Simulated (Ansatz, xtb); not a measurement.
Isomers of C4H5FO in order of energy

3 gas-phase structures of C4H5FO, from a drawn sample of its isomers (lower ones may exist). Each was relaxed with GFN2-xTB; where two conformers were screened, the lower at r2SCAN-D4/def2-SVP is listed:

A. `O=C[C@@H]1C[C@@H]1F`, a singlet
B. `O=CC1(F)CC1`, a singlet
C. `O=C[C@@H]1C[C@H]1F`, a singlet

Question: Make a reasoned guess at their ranking by r2SCAN-D4/def2-SVP single-point energy.

Answer: Calculated order at r2SCAN-D4/def2-SVP: B (0.0), C (2.2), A (9.8) kJ/mol. Less than 1 kcal/mol parts B and C, so the order within that pair means little.

Energies above the lowest of each column, in kJ/mol; the last columns are at B3LYP/def2-SVP geometries:

```csv
structure,GFN2-xTB,HF/STO-3G,r2SCAN-D4/def2-SVP,B3LYP/def2-SVP,CCSD(T)/def2-SVP + ΔMP2/def2-TZVPP
B,0.6,0.0,0.0,0.0,0.0
C,0.0,3.3,2.2,1.4,1.8
A,3.3,3.2,9.8,8.2,8.7
```

Every level run on B puts it lowest or level with the lowest. Flexible structures stand in one conformer each, not always the lowest. ΔMP2 is the change of the MP2 energy from the smaller to the larger basis.

Programs: Ansatz 0.2.0, xtb 6.7.1.
